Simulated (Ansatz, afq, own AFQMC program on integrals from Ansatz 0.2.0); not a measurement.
Two steps: Ansatz 0.2.0 writes the Fock matrix and Cholesky factors of the valence space, and afq projects on them the lowest state that overlaps trial and start.

```yaml
crystal:
  periodic: [false, false, false]
  atoms:
    - {symbol: N, position_ang: [0.000000, -0.140256, 0.554189]}
    - {symbol: O, position_ang: [0.000000, 0.119121, -0.488020]}
    - {symbol: H, position_ang: [0.000000, 0.787979, 0.991177]}
    - {symbol: H, position_ang: [0.000000, -0.729777, -0.945855]}
basis:
  gaussian: {orbitals: cc-pVDZ}
magnetization: {spin_polarized: true, initial_magnetization: 1}
correlation: {method: ccsd_t, electrons: outside_noble_gas, hamiltonian_folder: ham}
```

```sh
$ ansatz run in.yaml --threads 1 --pin off --events-out ev --progress --plain --max-ram 1382MiB
```

Options of the walk:

```
--method phaseless --trial hf --walkers 120 --populations 1 --least-time 40 --time-step 0.005 --steps-per-block 20 --equilibration-blocks 112 --max-blocks 600 --target-error 0.00129 --factor-cut 1e-05 --start spin_pure --seed 6872 --taylor-order 6
```

Times are imaginary, in 1/Eh. The walk had a cap of 1343 s.

```
orbitals 36  electrons 7 6  factors 288 of 353
reference energy -130.28045059 Eh
CCSD correlation -0.34095226 Eh in 10 cycles, weight of the determinant in the CISD state 0.9107
energy of the start -130.280707 Eh
 block  time / (1/Eh)  mean weight  energy / Eh
     1     0.100  1.0039  -130.392174
     2     0.200  1.0000  -130.471541
     3     0.300  1.0028  -130.520140
     4     0.400  1.0038  -130.549562
     5     0.500  1.0035  -130.572998
     7     0.700  1.0011  -130.571362
     9     0.900  1.0010  -130.580242
    18     1.800  1.0004  -130.630521
    52     5.200  1.0007  -130.651647
    86     8.600  1.0013  -130.669697
   120    12.000  1.0009  -130.589124
   154    15.400  1.0001  -130.637637
   188    18.800  1.0013  -130.626060
   222    22.200  1.0001  -130.616117
   256    25.600  1.0001  -130.603229
   290    29.000  0.9991  -130.599128
   324    32.400  0.9992  -130.673466
   358    35.800  1.0022  -130.653717
   392    39.200  0.9995  -130.604610
   409    40.900  1.0034  -130.684392
   426    42.600  0.9991  -130.626017
   460    46.000  0.9977  -130.624965
   494    49.400  0.9978  -130.621782
   528    52.800  1.0000  -130.623377
   562    56.200  0.9997  -130.614531
   596    59.600  0.9962  -130.638366
   630    63.000  1.0006  -130.637559
   664    66.400  0.9981  -130.587146
   698    69.800  0.9989  -130.661028
blocks merged  error / Eh  count
     1  0.000998  600
     2  0.001268  300
     4  0.001579  150
     8  0.001716  75
    16  0.001732  37
    32  0.001880  18
    64  0.001590  9
energy -130.629814 +/- 0.001880 Eh
(rows thinned)
```

(1) Estimate how long the walk took on 1 thread of Intel(R) Xeon(R) Platinum 8259CL CPU @ 2.50GHz (Skylake/Cascade Lake), with other jobs on the host.

The run passed its tests (sampling time, drift between the halves within three errors, error under three times the target), which doesn't prove that it has relaxed.

Against this walk (error 51.2 meV) on the same determinant: CCSD(T) 51.2 meV higher (within the noise), the released energy of a separate walk with a CISD trial 51.7 ± 55.3 meV higher (within the noise), a separate phaseless walk with a CISD trial and standard settings 29.4 ± 52.5 meV higher (within the noise). The error is statistical and leaves out the bias of the constraint.

Cautions: constraint bias not in the error; error above the target (51.2 against 35.1 meV).

## Answers

(1) 6.4 min of wall time.

A walk keeps the symmetry of its determinant, which the program's search chose and which needn't be the lowest solution, so a lower state of the same spin and another symmetry isn't excluded.
